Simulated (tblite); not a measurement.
`C/C=N\[O]` [radical] (doublet state). Structure optimised with GFN2-xTB, isolated species. This method treats the open shell by occupation alone, without spin polarisation.

```
atom  x, y, z in Å
C1    -0.8761   -0.0706   -0.1509
C2     0.5279   -0.4036    0.2713
N3     1.5126    0.3608    0.1543
O4     1.7985    1.4774   -0.2495
H5    -0.9105    0.9316   -0.5699
H6    -1.2155   -0.7866   -0.8978
H7    -1.5424   -0.1265    0.7085
H8     0.7147   -1.3730    0.7095
```

Problem. Which two atoms are farthest apart?

Solution. O4···H7 and O4···H6, 3.828 Å down to 3.825 Å.

Problem. Work out the bond lengths C1–C2, C1–H5, C2–H8, N3–O4 in Å.

Solution. For C1–C2 the difference vector is (1.4040, -0.3330, 0.4222) Å, of length 1.5034 Å. C1–C2 1.503; C1–H5 1.087; C2–H8 1.080; N3–O4 1.221 Å.

Problem. How far are the heavy atoms from their best plane (unweighted least squares)?

Solution. 0.000 Å rms; none is more than 0.001 Å off.

Problem. What is the repulsion energy of the bare nuclei, Σ ZA·ZB/RAB?

Solution. 112.66 Eh over 28 pairs, with full nuclear charges and distances in bohr; the largest single term is 24.26 Eh (N3 with O4).

Problem. What are the angles H5–C1–H6, H5–C1–H7, C1–C2–N3, N3–C2–H8?

Solution. From the scalar product of the two bond vectors; for H5–C1–H6 it is -0.3929 Å² over 1.0868 × 1.0889 Å², cos θ = -0.3320. H5–C1–H6 109.4°; H5–C1–H7 109.4°; C1–C2–N3 125.0°; N3–C2–H8 116.7°.

Problem. Write the matrix of distances between heavy atoms (Å, lower triangle).

Solution. 
```
C1    0.000
C2    1.503  0.000
N3    2.446  1.252  0.000
O4    3.092  2.329  1.221  0.000
```

The point group is Cs within 0.08 Å; differences among equivalent distances and angles are scatter left by the optimiser. Its GFN2-xTB frequencies are all real (lowest 112 cm⁻¹).

All values are computed, not measured.
